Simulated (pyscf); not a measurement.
HO–Ta(OH)(Cl)(Cl)–Cl (SMILES [OH][Ta]([OH])([Cl])([Cl])[Cl]) + HCl (SMILES Cl) → HO–Ta(Cl)(Cl)(Cl)–Cl (SMILES [OH][Ta]([Cl])([Cl])([Cl])[Cl]) + H₂O (SMILES O) (four-centre exchange; singlet surface; O–Ta, Cl–H broken, Cl–Ta, H–O formed). Single points on ωB97X-D3(BJ)/def2-SVP structures (PySCF, gas phase). Energies in kJ/mol from the separated reactants.

```
level                   barrier  reaction energy
----------------------  -------  ---------------
ωB97X-D3(BJ)/def2-TZVP     -5.4             -6.3
PBE/def2-TZVP               2.7             +0.4
r²SCAN/def2-TZVP           -2.9             +3.2
B3LYP-D3(BJ)/def2-TZVP      ___             +0.8
PBE0-D3(BJ)/def2-TZVP      -1.6             -2.4
M06-2X/def2-TZVP            ___              ___
```

Problem. Fill in the missing entries.

Solution. 
- B3LYP-D3(BJ)/def2-TZVP, barrier: 5.1
- M06-2X/def2-TZVP, barrier: 5.7
- M06-2X/def2-TZVP, reaction energy: +5.2

On the reactant side the descent ends in an adduct with a Cl–Ta contact, 22.9 kJ/mol under the separated species and 17.5 kJ/mol under the saddle at ωB97X-D3(BJ)/def2-TZVP. On the product side the descent ends in an adduct with a O–Ta contact (not fully relaxed), 90.8 kJ/mol under the separated species and 91.7 kJ/mol under the saddle at ωB97X-D3(BJ)/def2-TZVP. At ωB97X-D3(BJ)/def2-TZVP, r²SCAN, PBE0-D3(BJ) the saddle lies under the separated reactants, which points to a path from their complex (located at ωB97X-D3(BJ) alone). At r²SCAN the saddle lies under the separated products, which points to a path from their complex (located at ωB97X-D3(BJ) alone), and parting the products costs more than the saddle. What is counted as formed (Cl–Ta) is already present as a longer contact in the reactant adduct; forming that adduct is a step of its own. What is counted as broken (O–Ta) persists as a longer contact in the product adduct; parting that adduct is a step of its own. This is the saddle that the search found; another between the same sides may lie lower. Elements past Kr carry the def2 core potentials, without spin-orbit coupling.
